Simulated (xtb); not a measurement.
CS2, SMILES S=C=S. All values are semi-empirical tight-binding results from xtb (GFN2-xTB unless named), good for trends rather than for accurate numbers. Geometry optimised at GFN2-xTB.

Optimised geometry:

```xyz
3

S      0.0000     0.0000    -1.5501
C      0.0000     0.0000     0.0000
S      0.0000     0.0000     1.5501
```

```json
{
  "point_group_as_xtb_finds_it": "D∞h",
  "orbital_gap": "3.24 eV",
  "zero_point_energy": "4.2 kcal/mol",
  "G − E(el) at 298.15 K (modified RRHO)": "-10.3 kcal/mol",
  "static polarisability (D4 model)": "48.8 bohr³",
  "solvation energy, GFN2-xTB/ALPB(water)": "4.1 kcal/mol",
  "solvation energy, GFN2-xTB/ALPB(acetone)": "-4.3 kcal/mol"
}
```

Computed atomic charges and the Wiberg bond orders between heavy atoms:
charges (e) S1 -0.05, C2 0.11, S3 -0.05. Bond orders S1–C2 1.97, S1–S3 0.52, C2–S3 1.97.
